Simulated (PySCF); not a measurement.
# LiMg⁺: one state, many levels of theory

State: ¹Σ⁺ (singlet), closed shell. Set-up: basis Li cc-pVDZ, Mg cc-pVDZ; no relativity; PySCF 2.14. De refers to Li⁺ + Mg in their ground configurations, without counterpoise correction. A positive dipole points towards Mg; it is taken about the centre of mass and depends on that origin.

| Level | Re (Å) | ωe (cm⁻¹) | De (eV) | μ (D) |
| --- | --- | --- | --- | --- |
| RHF-MP2 | 2.947 | 262 | 0.81 | n/a |
| RHF-SCS-MP2 | 2.946 | 263 | 0.81 | n/a |
| RHF-CCSD | 2.940 | 265 | 0.80 | n/a |
| RHF-CCSD(T) | 2.939 | 266 | 0.80 | n/a |
| PBE | 2.903 | 262 | 0.88 | -5.33 |
| BLYP | 2.908 | 254 | 0.85 | -5.49 |
| r²SCAN | 2.944 | 255 | 0.78 | -5.54 |
| B3LYP | 2.898 | 260 | 0.85 | -5.40 |
| PBE0 | 2.902 | 266 | 0.88 | -5.24 |
| BHandHLYP | 2.890 | 266 | 0.86 | -5.26 |
| CAM-B3LYP | 2.873 | 269 | 0.85 | -5.27 |

The bond length runs from 2.873 Å (CAM-B3LYP) to 2.947 Å (RHF-MP2). De spans 0.78 eV (r²SCAN, meta-GGA) to 0.88 eV (PBE, GGA).

Correlated steps freeze 1 core orbital. Closed-shell solutions of metal pairs were not tested for spin polarisation, which can lower them a little. Correlated levels converge slowly with the basis: in double zeta they bind strong bonds too weakly, by up to about 1 eV, and carry superposition errors of some tenths. For an ion De counts to the pair picked by the measured ionisation energies or electron affinities, which need not be the lowest pair at this level.
